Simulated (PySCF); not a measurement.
Point-charge models of diethyl sulfide (`CCSCC`) against its computed dipole.

Coordinates (PBE0-D3(BJ)/def2-SVP, Å) and charges (e) from the PBE0/pcSseg-1 density (PySCF):

```json
{"atom": "C1", "x": "-1.985", "y": "0.276", "z": "-0.256", "Mulliken": "-0.2785", "IAO": "-0.4116", "Hirshfeld": "-0.1201", "ESP-fitted": "-0.3375"}
{"atom": "C2", "x": "-0.865", "y": "1.190", "z": "0.203", "Mulliken": "-0.3819", "IAO": "-0.3332", "Hirshfeld": "-0.0708", "ESP-fitted": "+0.0965"}
{"atom": "S3", "x": "0.191", "y": "0.506", "z": "1.512", "Mulliken": "-0.0308", "IAO": "+0.0608", "Hirshfeld": "-0.0185", "ESP-fitted": "-0.3461"}
{"atom": "C4", "x": "0.974", "y": "-0.898", "z": "0.668", "Mulliken": "-0.3822", "IAO": "-0.3333", "Hirshfeld": "-0.0709", "ESP-fitted": "+0.0412"}
{"atom": "C5", "x": "1.892", "y": "-0.522", "z": "-0.479", "Mulliken": "-0.2783", "IAO": "-0.4116", "Hirshfeld": "-0.1201", "ESP-fitted": "-0.3617"}
{"atom": "H6", "x": "-2.614", "y": "-0.030", "z": "0.592", "Mulliken": "+0.1262", "IAO": "+0.1454", "Hirshfeld": "+0.0379", "ESP-fitted": "+0.0929"}
{"atom": "H7", "x": "-2.622", "y": "0.785", "z": "-0.997", "Mulliken": "+0.1210", "IAO": "+0.1416", "Hirshfeld": "+0.0430", "ESP-fitted": "+0.0806"}
{"atom": "H8", "x": "-1.596", "y": "-0.637", "z": "-0.732", "Mulliken": "+0.1203", "IAO": "+0.1336", "Hirshfeld": "+0.0376", "ESP-fitted": "+0.1280"}
{"atom": "H9", "x": "-1.272", "y": "2.109", "z": "0.654", "Mulliken": "+0.1581", "IAO": "+0.1565", "Hirshfeld": "+0.0454", "ESP-fitted": "+0.1060"}
{"atom": "H10", "x": "-0.237", "y": "1.513", "z": "-0.643", "Mulliken": "+0.1502", "IAO": "+0.1374", "Hirshfeld": "+0.0362", "ESP-fitted": "+0.0136"}
{"atom": "H11", "x": "1.538", "y": "-1.399", "z": "1.470", "Mulliken": "+0.1581", "IAO": "+0.1565", "Hirshfeld": "+0.0454", "ESP-fitted": "+0.1269"}
{"atom": "H12", "x": "0.199", "y": "-1.612", "z": "0.345", "Mulliken": "+0.1502", "IAO": "+0.1374", "Hirshfeld": "+0.0364", "ESP-fitted": "+0.0296"}
{"atom": "H13", "x": "2.381", "y": "-1.418", "z": "-0.895", "Mulliken": "+0.1210", "IAO": "+0.1416", "Hirshfeld": "+0.0431", "ESP-fitted": "+0.0909"}
{"atom": "H14", "x": "1.341", "y": "-0.039", "z": "-1.300", "Mulliken": "+0.1202", "IAO": "+0.1335", "Hirshfeld": "+0.0376", "ESP-fitted": "+0.1357"}
{"atom": "H15", "x": "2.674", "y": "0.176", "z": "-0.143", "Mulliken": "+0.1262", "IAO": "+0.1454", "Hirshfeld": "+0.0380", "ESP-fitted": "+0.1032"}
```

Question: Form Σ q r in debye for every column and set it beside the full dipole.

Answer: The full density gives (-0.21, -0.55, -1.65) D, 1.75 D in size; dipole vectors point from the negative to the positive end.

```tsv
scheme	μx	μy	μz	size (D)	share of the full size (%)	angle to the full dipole (°)
Mulliken	-0.18	-0.48	-1.44	1.53	88	0
IAO	-0.05	-0.13	-0.38	0.40	23	0
Hirshfeld	-0.03	-0.09	-0.27	0.29	17	1
ESP-fitted	-0.22	-0.58	-1.69	1.79	103	0
```

Question: Which set comes closest?

Answer: Length of the difference vector: ESP-fitted 0.05 D, Mulliken 0.22 D, IAO 1.35 D, Hirshfeld 1.46 D. Closest: ESP-fitted. 

Question: What is left for the Hirshfeld atoms' own dipoles?

Answer: The shares of the density sum to the whole, so what Σ q r misses lies in dipoles about the nuclei. The atomic dipoles sum to (-0.21, -0.55, -1.65) − (-0.03, -0.09, -0.27) = (-0.18, -0.46, -1.38) D, 1.46 D in size.

Question: With the origin at the mean of the coordinates, (0.000, 0.000, 0.000) Å, which are the largest single terms, by size, of the Mulliken dipole along the direction of the full one?

Answer: H11 -0.86, H9 -0.86, C4 +0.85, C2 +0.85, H8 +0.62 D; all 15 atoms together +1.53 D. The single terms depend on the origin, their sum doesn't.

Question: Give the size of the full dipole in other units.

Answer: 1.75 D = 0.688 au = 0.364 e·Å = 5.84 × 10⁻³⁰ C·m.

Isolated species at its PBE0-D3(BJ)/def2-SVP geometry (one conformer only).

The run behind these numbers computed NMR shieldings as well. Rough CPU time on one thread of a shared machine: about 14 s (grids of density and orbitals included).

Shape of the structure used: `[CH3:1][CH2:2][S:3][CH2:4][CH3:5]`: C1–C2–S3–C4 65°, C2–S3–C4–C5 65°.
